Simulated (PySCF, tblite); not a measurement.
# CH₄N+: deprotonation, part 2 of 2

tblite 0.8.0 and PySCF 2.14.0. Atoms count from 0. The steps go on from the part before.

## 17. Deprotonation: wB97X-D3(BJ)/ma-def2-TZVP

This step combines the energies above: geometries from PBE0-D3(BJ)/ma-def2-SVP, zero-point and thermal terms from PBE0-D3(BJ)/ma-def2-SVP.

Job settings and geometry (Å):

```
{"job": {"kind": "ac", "geom": {"xc": "PBE0", "basis": "ma-def2-SVP", "d3": "d3bj", "grid": 1}, "hess": 1, "level": {"xc": "wB97X", "basis": "ma-def2-TZVP", "d3": "d3bj"}}, "charge": 1, "multiplicity": 1}
C     -0.633512     0.033729    -0.016816
N      0.637957    -0.032613     0.002570
H     -1.228739    -0.876612     0.123764
H     -1.126269     1.000782    -0.174180
H      1.225896     0.796992    -0.125197
H      1.132194    -0.918697     0.146829
```

Output (the driver's rows laid out field by field):

```text
deprotonation site by site, wB97X-D3(BJ)/ma-def2-TZVP // PBE0-D3(BJ)/ma-def2-SVP

row 1
  formula                 CH3N
  charge                  0
  multiplicity            1
  smiles                  C=N
  kept                    yes
  pieces                  1
  point_group             Cs
  atom                    1
  element                 N
  electronic              909.37
  enthalpy                878.31
  free_energy             845.07
  share_gas               1.0

row 2
  formula                 CH3N
  charge                  0
  multiplicity            1
  smiles                  [CH-]=[NH2+]
  kept                    yes
  pieces                  1
  point_group             Cs
  atom                    0
  element                 C
  electronic              1052.9
  enthalpy                1021.87
  free_energy             988.49
  share_gas               7.48e-26
```

Wall time 54 s (1 thread of Arm Neoverse N1, shared host).

Energy needed to remove a proton (kJ/mol, gas phase, 298 K for the thermal columns):

```tsv
site	product	electronic	enthalpy	free energy
N1	C=N	909.4	878.3	845.1
C0	[CH-]=[NH2+]	1052.9	1021.9	988.5
```

## 18. Single point (CH4N+): wavefunction

Geometry: PBE0-D3(BJ)/ma-def2-SVP.

Job settings and geometry (Å):

```
{"job": {"kind": "sp", "xc": "CCSD(T)", "basis": "ma-def2-TZVP", "grid": 2}, "charge": 1, "multiplicity": 1}
C     -0.633512     0.033729    -0.016816
N      0.637957    -0.032613     0.002570
H     -1.228739    -0.876612     0.123764
H     -1.126269     1.000782    -0.174180
H      1.225896     0.796992    -0.125197
H      1.132194    -0.918697     0.146829
```

Method: wavefunction single point, frozen core, gas phase.

Log:

```text
final grid: 43688 points
cycle   1  E = -94.3605542517  dE =  5.240e-01  |g| = 4.269e-01  |ddm| = 1.459e+00
cycle   2  E = -94.4168813937  dE = -5.633e-02  |g| = 1.735e-01  |ddm| = 3.497e-01
cycle   3  E = -94.4228977898  dE = -6.016e-03  |g| = 3.458e-02  |ddm| = 1.033e-01
cycle   4  E = -94.4233168074  dE = -4.190e-04  |g| = 1.271e-02  |ddm| = 3.720e-02
cycle   5  E = -94.4233548366  dE = -3.803e-05  |g| = 2.659e-03  |ddm| = 8.471e-03
cycle   6  E = -94.4233594082  dE = -4.572e-06  |g| = 1.148e-03  |ddm| = 3.212e-03
cycle   7  E = -94.4233602809  dE = -8.728e-07  |g| = 3.496e-04  |ddm| = 1.629e-03
cycle   8  E = -94.4233603633  dE = -8.234e-08  |g| = 3.597e-05  |ddm| = 5.964e-04
cycle   9  E = -94.4233603640  dE = -7.778e-10  |g| = 5.900e-06  |ddm| = 6.089e-05
converged SCF energy = -94.4233603640
E(HF, exact integrals) = -94.4233785686
E(MP2) = -94.7712645292
E(CCSD) = -94.7946267081
E(CCSD(T)) = -94.8086624070
T1 diagnostic = 0.0159
```

Run time: 18 s. Hardware: 1 thread of Arm Neoverse N1, shared host; peak memory 0.62 GiB.

## 19. Single point (CH3N, C=N): wavefunction

Geometry: PBE0-D3(BJ)/ma-def2-SVP.

Job settings and geometry (Å):

```
{"job": {"kind": "sp", "xc": "CCSD(T)", "basis": "ma-def2-TZVP", "grid": 2}, "charge": 0, "multiplicity": 1}
C     -0.584635     0.022348    -0.023940
N      0.680473     0.014046    -0.014186
H     -1.224514    -0.867079     0.126983
H     -1.112403     0.974167    -0.193222
H      1.041193    -0.930513     0.152965
```

Level: wavefunction single point, frozen core, gas phase.

Log:

```text
final grid: 38320 points
cycle   1  E = -94.0320953343  dE =  1.001e-01  |g| = 3.525e-01  |ddm| = 1.445e+00
cycle   2  E = -94.0602133851  dE = -2.812e-02  |g| = 2.068e-01  |ddm| = 3.151e-01
cycle   3  E = -94.0688354330  dE = -8.622e-03  |g| = 4.374e-02  |ddm| = 1.429e-01
cycle   4  E = -94.0695835944  dE = -7.482e-04  |g| = 1.435e-02  |ddm| = 4.015e-02
cycle   5  E = -94.0696751066  dE = -9.151e-05  |g| = 5.154e-03  |ddm| = 1.898e-02
cycle   6  E = -94.0696952358  dE = -2.013e-05  |g| = 2.325e-03  |ddm| = 9.541e-03
cycle   7  E = -94.0696991327  dE = -3.897e-06  |g| = 5.161e-04  |ddm| = 5.478e-03
cycle   8  E = -94.0696993128  dE = -1.801e-07  |g| = 7.852e-05  |ddm| = 1.264e-03
cycle   9  E = -94.0696993182  dE = -5.328e-09  |g| = 1.534e-05  |ddm| = 2.377e-04
converged SCF energy = -94.0696993182
E(HF, exact integrals) = -94.0697316125
E(MP2) = -94.4321258941
E(CCSD) = -94.4507218087
E(CCSD(T)) = -94.4668599108
T1 diagnostic = 0.0124
```

Run time: 14 s. Hardware: 1 thread of Arm Neoverse N1, shared host; peak memory 0.54 GiB.

## 20. Single point (CH3N, [CH-]=[NH2+]): wavefunction

Geometry: PBE0-D3(BJ)/ma-def2-SVP.

Job settings and geometry (Å):

```
{"job": {"kind": "sp", "xc": "CCSD(T)", "basis": "ma-def2-TZVP", "grid": 2}, "charge": 0, "multiplicity": 1}
C     -0.692533    -0.035829    -0.008333
N      0.614127    -0.017208    -0.005324
H     -1.020925     1.013365    -0.190415
H      1.217335     0.801160    -0.143373
H      1.129445    -0.882744     0.145569
```

Method: wavefunction single point, frozen core, gas phase.

Log:

```text
final grid: 38320 points
cycle   1  E = -93.9889053640  dE =  1.271e-01  |g| = 2.865e-01  |ddm| = 1.546e+00
cycle   2  E = -94.0147372852  dE = -2.583e-02  |g| = 1.373e-01  |ddm| = 2.641e-01
cycle   3  E = -94.0188531747  dE = -4.116e-03  |g| = 4.461e-02  |ddm| = 1.114e-01
cycle   4  E = -94.0197188324  dE = -8.657e-04  |g| = 1.085e-02  |ddm| = 5.911e-02
cycle   5  E = -94.0198250901  dE = -1.063e-04  |g| = 3.592e-03  |ddm| = 3.281e-02
cycle   6  E = -94.0198367428  dE = -1.165e-05  |g| = 1.088e-03  |ddm| = 1.095e-02
cycle   7  E = -94.0198373748  dE = -6.320e-07  |g| = 2.345e-04  |ddm| = 2.350e-03
cycle   8  E = -94.0198374093  dE = -3.452e-08  |g| = 6.519e-05  |ddm| = 3.777e-04
cycle   9  E = -94.0198374127  dE = -3.384e-09  |g| = 1.655e-05  |ddm| = 1.578e-04
converged SCF energy = -94.0198374127
E(HF, exact integrals) = -94.0198646078
E(MP2) = -94.3712208538
E(CCSD) = -94.3941797506
E(CCSD(T)) = -94.4092697100
T1 diagnostic = 0.0167
```

Wall time 14 s (1 thread of Arm Neoverse N1, shared host); peak memory 0.53 GiB.

## 21. Deprotonation: CCSD(T)/ma-def2-TZVP

This step combines the energies above: geometries from PBE0-D3(BJ)/ma-def2-SVP, zero-point and thermal terms from PBE0-D3(BJ)/ma-def2-SVP.

Job settings and geometry (Å):

```
{"job": {"kind": "ac", "geom": {"xc": "PBE0", "basis": "ma-def2-SVP", "d3": "d3bj", "grid": 1}, "hess": 1, "level": {"xc": "CCSD(T)", "basis": "ma-def2-TZVP"}}, "charge": 1, "multiplicity": 1}
C     -0.633512     0.033729    -0.016816
N      0.637957    -0.032613     0.002570
H     -1.228739    -0.876612     0.123764
H     -1.126269     1.000782    -0.174180
H      1.225896     0.796992    -0.125197
H      1.132194    -0.918697     0.146829
```

Output (the driver's rows laid out field by field):

```text
deprotonation site by site, CCSD(T)/ma-def2-TZVP // PBE0-D3(BJ)/ma-def2-SVP

row 1
  formula                 CH3N
  charge                  0
  multiplicity            1
  smiles                  C=N
  kept                    yes
  pieces                  1
  point_group             Cs
  atom                    1
  element                 N
  electronic              897.4
  enthalpy                866.34
  free_energy             833.1
  share_gas               1.0

row 2
  formula                 CH3N
  charge                  0
  multiplicity            1
  smiles                  [CH-]=[NH2+]
  kept                    yes
  pieces                  1
  point_group             Cs
  atom                    0
  element                 C
  electronic              1048.61
  enthalpy                1017.57
  free_energy             984.2
  share_gas               3.376e-27
```

Run time: 46 s. Hardware: 1 thread of Arm Neoverse N1, shared host; peak memory 0.53 GiB.

Energy needed to remove a proton (kJ/mol, gas phase, 298 K for the thermal columns):

```tsv
site	product	electronic	enthalpy	free energy
N1	C=N	897.4	866.3	833.1
C0	[CH-]=[NH2+]	1048.6	1017.6	984.2
```

## 22. Single point (CH₄N+): wavefunction

Geometry: PBE0-D3(BJ)/ma-def2-SVP.

Job settings and geometry (Å):

```
{"job": {"kind": "sp", "xc": "MP2", "basis": "ma-def2-TZVP", "grid": 2}, "charge": 1, "multiplicity": 1}
C     -0.633512     0.033729    -0.016816
N      0.637957    -0.032613     0.002570
H     -1.228739    -0.876612     0.123764
H     -1.126269     1.000782    -0.174180
H      1.225896     0.796992    -0.125197
H      1.132194    -0.918697     0.146829
```

With the program's defaults for keys left out, this is: wavefunction single point, frozen core, gas phase.

Log:

```text
final grid: 43688 points
cycle   1  E = -94.3605542517  dE =  5.240e-01  |g| = 4.269e-01  |ddm| = 1.459e+00
cycle   2  E = -94.4168813937  dE = -5.633e-02  |g| = 1.735e-01  |ddm| = 3.497e-01
cycle   3  E = -94.4228977898  dE = -6.016e-03  |g| = 3.458e-02  |ddm| = 1.033e-01
cycle   4  E = -94.4233168074  dE = -4.190e-04  |g| = 1.271e-02  |ddm| = 3.720e-02
cycle   5  E = -94.4233548366  dE = -3.803e-05  |g| = 2.659e-03  |ddm| = 8.471e-03
cycle   6  E = -94.4233594082  dE = -4.572e-06  |g| = 1.148e-03  |ddm| = 3.212e-03
cycle   7  E = -94.4233602809  dE = -8.728e-07  |g| = 3.496e-04  |ddm| = 1.629e-03
cycle   8  E = -94.4233603633  dE = -8.234e-08  |g| = 3.597e-05  |ddm| = 5.964e-04
cycle   9  E = -94.4233603640  dE = -7.778e-10  |g| = 5.900e-06  |ddm| = 6.089e-05
converged SCF energy = -94.4233603640
E(HF, exact integrals) = -94.4233785686
E(MP2) = -94.7712644546
```

It took 1.5 s on 1 thread of Arm Neoverse N1, shared host.

## 23. Single point (CH₃N, C=N): wavefunction

Geometry: PBE0-D3(BJ)/ma-def2-SVP.

Job settings and geometry (Å):

```
{"job": {"kind": "sp", "xc": "MP2", "basis": "ma-def2-TZVP", "grid": 2}, "charge": 0, "multiplicity": 1}
C     -0.584635     0.022348    -0.023940
N      0.680473     0.014046    -0.014186
H     -1.224514    -0.867079     0.126983
H     -1.112403     0.974167    -0.193222
H      1.041193    -0.930513     0.152965
```

With the program's defaults for keys left out, this is: wavefunction single point, frozen core, gas phase.

Log:

```text
final grid: 38320 points
cycle   1  E = -94.0320953343  dE =  1.001e-01  |g| = 3.525e-01  |ddm| = 1.445e+00
cycle   2  E = -94.0602133851  dE = -2.812e-02  |g| = 2.068e-01  |ddm| = 3.151e-01
cycle   3  E = -94.0688354330  dE = -8.622e-03  |g| = 4.374e-02  |ddm| = 1.429e-01
cycle   4  E = -94.0695835944  dE = -7.482e-04  |g| = 1.435e-02  |ddm| = 4.015e-02
cycle   5  E = -94.0696751066  dE = -9.151e-05  |g| = 5.154e-03  |ddm| = 1.898e-02
cycle   6  E = -94.0696952358  dE = -2.013e-05  |g| = 2.325e-03  |ddm| = 9.541e-03
cycle   7  E = -94.0696991327  dE = -3.897e-06  |g| = 5.161e-04  |ddm| = 5.478e-03
cycle   8  E = -94.0696993128  dE = -1.801e-07  |g| = 7.852e-05  |ddm| = 1.264e-03
cycle   9  E = -94.0696993182  dE = -5.328e-09  |g| = 1.534e-05  |ddm| = 2.377e-04
converged SCF energy = -94.0696993182
E(HF, exact integrals) = -94.0697316125
E(MP2) = -94.4321257334
```

It took 1.2 s on 1 thread of Arm Neoverse N1, shared host.

## 24. Single point (CH₃N, [CH-]=[NH2+]): wavefunction

Geometry: PBE0-D3(BJ)/ma-def2-SVP.

Job settings and geometry (Å):

```
{"job": {"kind": "sp", "xc": "MP2", "basis": "ma-def2-TZVP", "grid": 2}, "charge": 0, "multiplicity": 1}
C     -0.692533    -0.035829    -0.008333
N      0.614127    -0.017208    -0.005324
H     -1.020925     1.013365    -0.190415
H      1.217335     0.801160    -0.143373
H      1.129445    -0.882744     0.145569
```

With the program's defaults for keys left out, this is: wavefunction single point, frozen core, gas phase.

Log:

```text
final grid: 38320 points
cycle   1  E = -93.9889053640  dE =  1.271e-01  |g| = 2.865e-01  |ddm| = 1.546e+00
cycle   2  E = -94.0147372852  dE = -2.583e-02  |g| = 1.373e-01  |ddm| = 2.641e-01
cycle   3  E = -94.0188531747  dE = -4.116e-03  |g| = 4.461e-02  |ddm| = 1.114e-01
cycle   4  E = -94.0197188324  dE = -8.657e-04  |g| = 1.085e-02  |ddm| = 5.911e-02
cycle   5  E = -94.0198250901  dE = -1.063e-04  |g| = 3.592e-03  |ddm| = 3.281e-02
cycle   6  E = -94.0198367428  dE = -1.165e-05  |g| = 1.088e-03  |ddm| = 1.095e-02
cycle   7  E = -94.0198373748  dE = -6.320e-07  |g| = 2.345e-04  |ddm| = 2.350e-03
cycle   8  E = -94.0198374093  dE = -3.452e-08  |g| = 6.519e-05  |ddm| = 3.777e-04
cycle   9  E = -94.0198374127  dE = -3.384e-09  |g| = 1.655e-05  |ddm| = 1.578e-04
converged SCF energy = -94.0198374127
E(HF, exact integrals) = -94.0198646078
E(MP2) = -94.3712207145
```

It took 1.2 s on 1 thread of Arm Neoverse N1, shared host.

## 25. Deprotonation: MP2/ma-def2-TZVP

This step combines the energies above: geometries from PBE0-D3(BJ)/ma-def2-SVP, zero-point and thermal terms from PBE0-D3(BJ)/ma-def2-SVP.

Job settings and geometry (Å):

```
{"job": {"kind": "ac", "geom": {"xc": "PBE0", "basis": "ma-def2-SVP", "d3": "d3bj", "grid": 1}, "hess": 1, "level": {"xc": "MP2", "basis": "ma-def2-TZVP"}}, "charge": 1, "multiplicity": 1}
C     -0.633512     0.033729    -0.016816
N      0.637957    -0.032613     0.002570
H     -1.228739    -0.876612     0.123764
H     -1.126269     1.000782    -0.174180
H      1.225896     0.796992    -0.125197
H      1.132194    -0.918697     0.146829
```

Output (the driver's rows laid out field by field):

```text
deprotonation site by site, MP2/ma-def2-TZVP // PBE0-D3(BJ)/ma-def2-SVP

row 1
  formula                 CH3N
  charge                  0
  multiplicity            1
  smiles                  C=N
  kept                    yes
  pieces                  1
  point_group             Cs
  atom                    1
  element                 N
  electronic              890.41
  enthalpy                859.34
  free_energy             826.1
  share_gas               1.0

row 2
  formula                 CH3N
  charge                  0
  multiplicity            1
  smiles                  [CH-]=[NH2+]
  kept                    yes
  pieces                  1
  point_group             Cs
  atom                    0
  element                 C
  electronic              1050.31
  enthalpy                1019.28
  free_energy             985.91
  share_gas               1.006e-28
```

Wall time 4.1 s (1 thread of Arm Neoverse N1, shared host).

Energy needed to remove a proton (kJ/mol, gas phase, 298 K for the thermal columns):

```tsv
site	product	electronic	enthalpy	free energy
N1	C=N	890.4	859.3	826.1
C0	[CH-]=[NH2+]	1050.3	1019.3	985.9
```

## 26. Single point (CH₄N+): HF/ma-def2-TZVP

Geometry: PBE0-D3(BJ)/ma-def2-SVP.

Job settings and geometry (Å):

```
{"job": {"kind": "sp", "xc": "HF", "basis": "ma-def2-TZVP", "grid": 2}, "charge": 1, "multiplicity": 1}
C     -0.633512     0.033729    -0.016816
N      0.637957    -0.032613     0.002570
H     -1.228739    -0.876612     0.123764
H     -1.126269     1.000782    -0.174180
H      1.225896     0.796992    -0.125197
H      1.132194    -0.918697     0.146829
```

Log:

```text
final grid: 43688 points
cycle   1  E = -94.3605542517  dE =  5.240e-01  |g| = 4.269e-01  |ddm| = 1.459e+00
cycle   2  E = -94.4168813937  dE = -5.633e-02  |g| = 1.735e-01  |ddm| = 3.497e-01
cycle   3  E = -94.4228977898  dE = -6.016e-03  |g| = 3.458e-02  |ddm| = 1.033e-01
cycle   4  E = -94.4233168074  dE = -4.190e-04  |g| = 1.271e-02  |ddm| = 3.720e-02
cycle   5  E = -94.4233548366  dE = -3.803e-05  |g| = 2.659e-03  |ddm| = 8.471e-03
cycle   6  E = -94.4233594082  dE = -4.572e-06  |g| = 1.148e-03  |ddm| = 3.212e-03
cycle   7  E = -94.4233602809  dE = -8.728e-07  |g| = 3.496e-04  |ddm| = 1.629e-03
cycle   8  E = -94.4233603633  dE = -8.234e-08  |g| = 3.597e-05  |ddm| = 5.964e-04
cycle   9  E = -94.4233603640  dE = -7.778e-10  |g| = 5.900e-06  |ddm| = 6.089e-05
converged SCF energy = -94.4233603640
```

It took 0.38 s on 1 thread of Arm Neoverse N1, shared host.

## 27. Single point (CH3N, C=N): HF/ma-def2-TZVP

Geometry: PBE0-D3(BJ)/ma-def2-SVP.

Job settings and geometry (Å):

```
{"job": {"kind": "sp", "xc": "HF", "basis": "ma-def2-TZVP", "grid": 2}, "charge": 0, "multiplicity": 1}
C     -0.584635     0.022348    -0.023940
N      0.680473     0.014046    -0.014186
H     -1.224514    -0.867079     0.126983
H     -1.112403     0.974167    -0.193222
H      1.041193    -0.930513     0.152965
```

Log:

```text
final grid: 38320 points
cycle   1  E = -94.0320953343  dE =  1.001e-01  |g| = 3.525e-01  |ddm| = 1.445e+00
cycle   2  E = -94.0602133851  dE = -2.812e-02  |g| = 2.068e-01  |ddm| = 3.151e-01
cycle   3  E = -94.0688354330  dE = -8.622e-03  |g| = 4.374e-02  |ddm| = 1.429e-01
cycle   4  E = -94.0695835944  dE = -7.482e-04  |g| = 1.435e-02  |ddm| = 4.015e-02
cycle   5  E = -94.0696751066  dE = -9.151e-05  |g| = 5.154e-03  |ddm| = 1.898e-02
cycle   6  E = -94.0696952358  dE = -2.013e-05  |g| = 2.325e-03  |ddm| = 9.541e-03
cycle   7  E = -94.0696991327  dE = -3.897e-06  |g| = 5.161e-04  |ddm| = 5.478e-03
cycle   8  E = -94.0696993128  dE = -1.801e-07  |g| = 7.852e-05  |ddm| = 1.264e-03
cycle   9  E = -94.0696993182  dE = -5.328e-09  |g| = 1.534e-05  |ddm| = 2.377e-04
converged SCF energy = -94.0696993182
```

Wall time 0.32 s (1 thread of Arm Neoverse N1, shared host).

## 28. Single point (CH₃N, [CH-]=[NH2+]): HF/ma-def2-TZVP

Geometry: PBE0-D3(BJ)/ma-def2-SVP.

Job settings and geometry (Å):

```
{"job": {"kind": "sp", "xc": "HF", "basis": "ma-def2-TZVP", "grid": 2}, "charge": 0, "multiplicity": 1}
C     -0.692533    -0.035829    -0.008333
N      0.614127    -0.017208    -0.005324
H     -1.020925     1.013365    -0.190415
H      1.217335     0.801160    -0.143373
H      1.129445    -0.882744     0.145569
```

Log:

```text
final grid: 38320 points
cycle   1  E = -93.9889053640  dE =  1.271e-01  |g| = 2.865e-01  |ddm| = 1.546e+00
cycle   2  E = -94.0147372852  dE = -2.583e-02  |g| = 1.373e-01  |ddm| = 2.641e-01
cycle   3  E = -94.0188531747  dE = -4.116e-03  |g| = 4.461e-02  |ddm| = 1.114e-01
cycle   4  E = -94.0197188324  dE = -8.657e-04  |g| = 1.085e-02  |ddm| = 5.911e-02
cycle   5  E = -94.0198250901  dE = -1.063e-04  |g| = 3.592e-03  |ddm| = 3.281e-02
cycle   6  E = -94.0198367428  dE = -1.165e-05  |g| = 1.088e-03  |ddm| = 1.095e-02
cycle   7  E = -94.0198373748  dE = -6.320e-07  |g| = 2.345e-04  |ddm| = 2.350e-03
cycle   8  E = -94.0198374093  dE = -3.452e-08  |g| = 6.519e-05  |ddm| = 3.777e-04
cycle   9  E = -94.0198374127  dE = -3.384e-09  |g| = 1.655e-05  |ddm| = 1.578e-04
converged SCF energy = -94.0198374127
```

It took 0.32 s on 1 thread of Arm Neoverse N1, shared host.

## 29. Deprotonation: HF/ma-def2-TZVP

This step combines the energies above: geometries from PBE0-D3(BJ)/ma-def2-SVP, zero-point and thermal terms from PBE0-D3(BJ)/ma-def2-SVP.

Job settings and geometry (Å):

```
{"job": {"kind": "ac", "geom": {"xc": "PBE0", "basis": "ma-def2-SVP", "d3": "d3bj", "grid": 1}, "hess": 1, "level": {"xc": "HF", "basis": "ma-def2-TZVP"}}, "charge": 1, "multiplicity": 1}
C     -0.633512     0.033729    -0.016816
N      0.637957    -0.032613     0.002570
H     -1.228739    -0.876612     0.123764
H     -1.126269     1.000782    -0.174180
H      1.225896     0.796992    -0.125197
H      1.132194    -0.918697     0.146829
```

Output (the driver's rows laid out field by field):

```text
deprotonation site by site, HF/ma-def2-TZVP // PBE0-D3(BJ)/ma-def2-SVP

row 1
  formula                 CH3N
  charge                  0
  multiplicity            1
  smiles                  C=N
  kept                    yes
  pieces                  1
  point_group             Cs
  atom                    1
  element                 N
  electronic              928.54
  enthalpy                897.47
  free_energy             864.23
  share_gas               1.0

row 2
  formula                 CH3N
  charge                  0
  multiplicity            1
  smiles                  [CH-]=[NH2+]
  kept                    yes
  pieces                  1
  point_group             Cs
  atom                    0
  element                 C
  electronic              1059.45
  enthalpy                1028.42
  free_energy             995.04
  share_gas               1.211e-23
```

Run time: 1.2 s. Hardware: 1 thread of Arm Neoverse N1, shared host.

Energy needed to remove a proton (kJ/mol, gas phase, 298 K for the thermal columns):

```tsv
site	product	electronic	enthalpy	free energy
N1	C=N	928.5	897.5	864.2
C0	[CH-]=[NH2+]	1059.5	1028.4	995.0
```

## 30. What came out

What follows sums up all 2 parts.

| quantity | value |
| --- | --- |
| strongest single infrared mode (GFN2-xTB) | 906 cm⁻¹, 167 km/mol |
| zero-point energy (GFN2-xTB) | 31.6 kcal/mol |
| point group | C2v |
| rotational constants (main isotopes) | 150.81, 31.39, 25.98 GHz |
| ΔH of deprotonation, N1 (wB97X-D3(BJ)/ma-def2-TZVP) | 878.3 kJ/mol |
| ΔH of deprotonation, C0 (wB97X-D3(BJ)/ma-def2-TZVP) | 1021.9 kJ/mol |
| ΔH of deprotonation, N1 (CCSD(T)/ma-def2-TZVP) | 866.3 kJ/mol |
| ΔH of deprotonation, C0 (CCSD(T)/ma-def2-TZVP) | 1017.6 kJ/mol |
| ΔH of deprotonation, N1 (MP2/ma-def2-TZVP) | 859.3 kJ/mol |
| ΔH of deprotonation, C0 (MP2/ma-def2-TZVP) | 1019.3 kJ/mol |
| ΔH of deprotonation, N1 (HF/ma-def2-TZVP) | 897.5 kJ/mol |
| ΔH of deprotonation, C0 (HF/ma-def2-TZVP) | 1028.4 kJ/mol |

All 12 modes are real, so the xTB geometry is a minimum. The strongest single mode, at 906 cm⁻¹, is spread over several atoms, H4, H5, N1 among them. GFN2-xTB is a fitted tight-binding method: band positions and strengths are rough. Its intensities can rank the bands wrongly. Over 2 steps the energy fell by 0.014 eV; of the close pairs, C0–N1 changed most, 1.261 to 1.273 Å (PBE0/ma-def2-SVP). At wB97X-D3(BJ)/ma-def2-TZVP the ΔH of deprotonation runs from 878.3 kJ/mol (N1) to 1021.9 kJ/mol (C0). At CCSD(T)/ma-def2-TZVP the ΔH of deprotonation runs from 866.3 kJ/mol (N1) to 1017.6 kJ/mol (C0). At MP2/ma-def2-TZVP the ΔH of deprotonation runs from 859.3 kJ/mol (N1) to 1019.3 kJ/mol (C0). At HF/ma-def2-TZVP the ΔH of deprotonation runs from 897.5 kJ/mol (N1) to 1028.4 kJ/mol (C0).
